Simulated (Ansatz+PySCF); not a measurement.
Values are calculated unless marked as measured or tabulated.
## Ansatz (development build ahead of 0.2.0) run

```yaml
crystal:
  periodic: [false, false, false]
  atoms:
    - { symbol: O, position_ang: [0.0, 0.0, -0.67449] }
    - { symbol: F, position_ang: [0.0, 0.0, 0.67449] }
basis:
  gaussian: { orbitals: cc-pVTZ }
magnetization:
  initial_magnetization: 1
hamiltonian:
  xc: hf
correlation:
  method: mp2
  frozen_orbitals: { F: 1, O: 1 }
output:
  forces: true
```

The input is written out in the form of the current development build from the run's settings. Correlation on restricted open-shell orbitals is semicanonical, with singles.

Output:

```
Converged                                                          : yes
Reference energy                                                   : -174.18638 hartree
Correlation energy                                                 : -0.45462 hartree
Total energy                                                       : -174.64101 hartree
Spin squared of the determinant                                    : 0.750
Stability test                                                     : minimum among restricted orbitals
Occupied orbitals by symmetry in an Abelian subgroup (alpha; beta) : 5 A1 2 B1 2 B2; 5 A1 2 B1 1 B2
```

Forces (eV/Å):
```json
{"atom": "O1", "Fx": "0.000", "Fy": "0.000", "Fz": "0.227"}
{"atom": "F2", "Fx": "0.000", "Fy": "0.000", "Fz": "-0.227"}
```
